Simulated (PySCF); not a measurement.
Compound: bicyclo[2.1.0]pent-2-ene, C₅H₆.
Z-matrix (Å and degrees, PBE0-D3(BJ)/def2-SVP geometry), rows numbered from 1:
```
C 
C   1  1.3449
C   2  1.5147  1   93.15
C   3  1.5102  2  109.46  1    56.51
C   4  1.5100  3   60.09  2   -74.22
H   1  1.0933  2  133.86  3  -170.30
H   2  1.0933  1  133.86  3   170.28
H   3  1.0922  2  127.36  1  -134.29
H   4  1.0955  3  119.34  5   108.98
H   4  1.0966  3  116.05  5  -106.42
H   5  1.0922  1  127.38  2   134.25
```

Computed with PySCF at PBE0/pcSseg-1 and B3LYP/def2-SVPD, non-relativistic, on one gas-phase PBE0-D3(BJ)/def2-SVP geometry that isn't relaxed in the solvent. The solvent is an IEF-PCM continuum (van der Waals radii × 1.2). Only the electrostatic response of the medium enters.

Gas phase at PBE0/pcSseg-1: HOMO -6.44 eV, LUMO -0.05 eV, dipole 0.45 D.

What does the continuum do to the energy, the frontier levels and the dipole at PBE0/pcSseg-1 in dichloromethane and water?

| solvent | ε | E(solvent) − E(gas) (kcal/mol) | polarisation term (kcal/mol) | distortion of the solute (kcal/mol) | HOMO (eV) | LUMO (eV) | dipole (D) |
| --- | --- | --- | --- | --- | --- | --- | --- |
| dichloromethane | 8.93 | -1.55 | -1.66 | 0.11 | -6.45 | -0.08 | 0.60 |
| water | 78.36 | -1.85 | -2.01 | 0.16 | -6.46 | -0.10 | 0.63 |

Polarisation term: ½ Σ q·V over the induced surface charges. Distortion: the rise of the solute's own energy as its density leaves the gas-phase optimum. From dichloromethane to water the lowering changes by a factor 1.19, Onsager's factor (ε − 1)/(2ε + 1) by 1.17 and ε itself by 8.8.

Which ESP-fitted charges (PBE0/pcSseg-1) respond most in dichloromethane (means over atoms taken as equivalent)?

| atoms | environment | gas (e) | solvent (e) | change |
| --- | --- | --- | --- | --- |
| C1/C2 | alkene CH carbon | -0.248 | -0.272 | -0.024 |
| H6/H7 | vinylic hydrogen | +0.181 | +0.196 | +0.015 |
| H10 | methylene hydrogen | +0.163 | +0.175 | +0.012 |
| H8/H11 | methine hydrogen | +0.102 | +0.111 | +0.009 |
| C3/C5 | sp3 carbon at a ring junction | +0.001 | -0.005 | -0.006 |
| C4 | three-membered-ring carbon | -0.423 | -0.427 | -0.004 |
| H9 | methylene hydrogen | +0.189 | +0.192 | +0.003 |

Gas phase at B3LYP/def2-SVPD: HOMO -6.23 eV, LUMO -0.35 eV, dipole 0.45 D.

What does the continuum do to the energy, the frontier levels and the dipole at B3LYP/def2-SVPD in dichloromethane and water?

```tsv
solvent	ε	E(solvent) − E(gas) (kcal/mol)	polarisation term (kcal/mol)	distortion of the solute (kcal/mol)	HOMO (eV)	LUMO (eV)	dipole (D)
dichloromethane	8.93	-1.36	-1.47	0.11	-6.22	-0.35	0.62
water	78.36	-1.62	-1.79	0.17	-6.22	-0.36	0.66
```

How does the static polarisability (B3LYP/def2-SVPD, frozen core, with the continuum's full static response) change?

```
         medium  isotropic (au)  principal values (au)  ⟨r²⟩ of the electrons (bohr²)
            gas            54.1       46.8, 55.9, 59.7                          313.3
dichloromethane            70.6       61.0, 74.5, 76.2                          313.0
          water            74.3       64.6, 78.7, 79.6                          312.9
```

The isotropic value in water is 1.37 times the gas-phase one; no cavity-field correction is applied. ⟨r²⟩ is taken about the centre of nuclear charge.
